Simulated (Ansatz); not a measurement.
Species: C2H2Cl, charge 0, doublet. C2H2Cl (SMILES [CH]=CCl, doublet).
B3LYP-D3(BJ)/def2-TZVP minimum from Ansatz (a program for electronic structure):
```xyz
5

C     -0.1833     0.8222    -0.0020
C      0.9594     1.4291    -0.0049
Cl    -0.3251    -0.9452     0.0029
H     -1.1502     1.3059    -0.0022
H      2.0196     1.2545    -0.0056
```
Charge 0, spin multiplicity 2.

Total energies in aug-cc-pV(D+d)Z, 17 correlated electrons, 7 frozen orbitals. Radicals and triplets start from unrestricted determinants; spin-orbit coupling is neglected. Correlated methods leave the cores frozen. No relativity. The UHF reference of C2H2Cl ([CH]=CCl, doublet) is spin-contaminated (<S^2> up to 0.20 over the pure value in the sets run).

| method | program | energy (Eh) | minus CCSDT(Q) (mEh) |
|---|---|---|---|
| HF | Ansatz | -536.32484 | 445.54 |
| MP2 | Ansatz | -536.70670 | 63.68 |
| CCSD | Ansatz | -536.75112 | 19.27 |
| CCSD(T) | Ansatz | -536.76753 | 2.86 |
| CCSDT(Q) | Ansatz | -536.77039 | 0.00 |

Rough core times of Ansatz's runs on a shared machine: CCSD(T) under 20 s, CCSDT(Q) 20 min.
